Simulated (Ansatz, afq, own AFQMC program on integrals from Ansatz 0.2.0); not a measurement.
## SiHO, doublet, reference energies and how methods fare

```
atom   x (Å)    y (Å)    z (Å)
  Si  0.0000   0.0310   0.6323
   O  0.0000  -0.0988  -1.0129
   H  0.0000   0.7057  -1.5397
```

Geometry: a PBE0/def2-TZVP stationary point, not shown to be a minimum. Basis cc-pVTZ. Only valence electrons are correlated. AFQMC by an in-house program on the Cholesky factors that Ansatz 0.2.0 writes for its CCSD(T) run. The CISD trial takes its coefficients from CCSD amplitudes. Released means that phaseless walkers are propagated on without the constraint, phases kept. Error bars are statistical, one sigma.

Best estimates are CCSD(T) at the basis-set limit (def2-TZVPP/QZVPP) plus the step from CCSD(T) to the highest rung at hand in cc-pVTZ, named in the table (released AFQMC can keep some 10 meV of bias). No zero-point, core-correlation or spin–orbit terms. Other levels are in cc-pVTZ; a dash marks a level that is missing or breaks spin symmetry for a member.

Cautions: SiHO (doublet): its ph-AFQMC/CISD value lies 19 ± 6 meV above CCSDT(Q); SiHO⁺ (triplet): lower spins were not checked, the released energies have errors that jump between times, so the bars are unsure, so no released level is given (meV from the phaseless value at times in 1/Eh: -17 ± 9 at 0.24, -14 ± 79 at 0.51, -19 ± 5 at 0.99, -9 ± 10 at 1.62, -50 ± 11 at 2.40), its ph-AFQMC/CISD value lies 28 ± 7 meV above CCSDT(Q); row 1: this needn't be the first ionization.

| process | best estimate (kcal/mol) | highest rung |
| --- | --- | --- |
| to charge +1, triplet (vertical) | 256.5 | CCSDT(Q) |
| to free atoms | 226.9 | CCSDT(Q) |

Errors against the best estimates in kcal/mol, the processes numbered in the order above:

| level | error, 1 | error, 2 |
| --- | --- | --- |
| MP2 | -8.6 | -3.9 |
| CCSD(T) | -3.3 | -10.5 |
| ph-AFQMC/CISD | -3.2 ± 0.2 | -10.5 ± 0.1 |
| CCSD(T)/CBS | 0.2 | -0.1 |
| PBE | -5.5 | 2.6 |
| r2SCAN | -7.5 | -2.7 |
| PBE0 | -4.0 | -6.6 |
| B3LYP | -0.6 | -3.8 |
| wB97M-V | 0.2 | -0.8 |
| B2PLYP | -3.6 | -4.7 |

Cost at the first geometry (cards were shared with other jobs): PBE0/cc-pVTZ, 1.5 s on 1 thread of AMD EPYC 7R13 Processor (Zen 3) (shared host); UCCSD(T)/cc-pVTZ, 15 s on 1 × NVIDIA H100 80GB HBM3 with 1 thread of AMD EPYC 7R13 Processor (Zen 3) (shared host); CCSD(T)/def2-QZVPP, 16 s on 1 × NVIDIA H100 80GB HBM3 with 1 thread of AMD EPYC 7R13 Processor (Zen 3), with other jobs on the host; CCSDT(Q), 32 s on 1 × NVIDIA H100 80GB HBM3 with 1 thread of AMD EPYC 7R13 Processor (Zen 3), with other jobs on the host; ph-AFQMC/CISD with release, 4 min on 1 × NVIDIA H100 80GB HBM3 with 2 threads of AMD EPYC 7R13 Processor (Zen 3), with other jobs on the host.

Best estimates are given only where the step beyond CCSD(T) is under 0.3 eV and no member's determinant is very poor (T1 over 0.05, or 0.07 for open shells, ⟨S²⟩ too high by 0.3, two states mixed), so the hardest cases are missing from such tables.

The functionals ran in a triple-zeta set and keep a basis error of their own, a few kJ/mol for each bond in atomization energies and more for double hybrids, so close places among them and the extrapolated levels can swap.

CCSDT and higher add their correlation energy to the determinant of the CCSD(T) run, since their own runs factorise the integrals more tightly (a shift of under 2 meV). Each member of a difference takes its own highest rung, so a best estimate needn't equal the limit plus the step of one row. A walk keeps the symmetry of its determinant, which the program's search chose and which needn't be the lowest solution, so a lower state of the same spin and another symmetry isn't excluded.
